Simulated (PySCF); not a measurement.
Nitrogen: a sound run and one with changed settings

Sound run: N [He] 2s2 2p3, N⁺ [He] 2s2 2p2. Calculation: PySCF 2.14, in cc-pVTZ-DK (4s3p2d1f, 30 functions); the spin-free X2C one-electron Hamiltonian (Gaussian nucleus). The sound run starts from symmetry-adapted Hartree-Fock orbitals and uses a fine grid where one is needed.

A second run was set up differently.

| species | method | sound run (hartree) | changed run (hartree) | converged |
| --- | --- | --- | --- | --- |
| N | UHF | -54.42989 | -54.42989 | yes |
| N | M06-L | -54.62531 | -54.62409 | yes |
| N | B3LYP | -54.63172 | -54.63161 | yes |
| N⁺ | UHF | -53.91964 | -53.91964 | yes |
| N⁺ | M06-L | -54.08602 | -54.08669 | yes |
| N⁺ | B3LYP | -54.09404 | -54.09398 | yes |

Ionisation energy of N:

```csv
method,sound run (eV),changed run (eV)
UHF,13.884,13.884
M06-L,14.675,14.624
B3LYP,14.631,14.630
```

Q: What was changed?
A. a valence shell is frozen
B. radial grid too coarse
C. level shift left on
D. basis contracted for another Hamiltonian

A: B. It used radial step 0.3 in ln r (0.13 in the sound run). A coarse radial grid mis-integrates the density and the exchange-correlation energy, with errors of either sign; Hartree-Fock needs no grid.
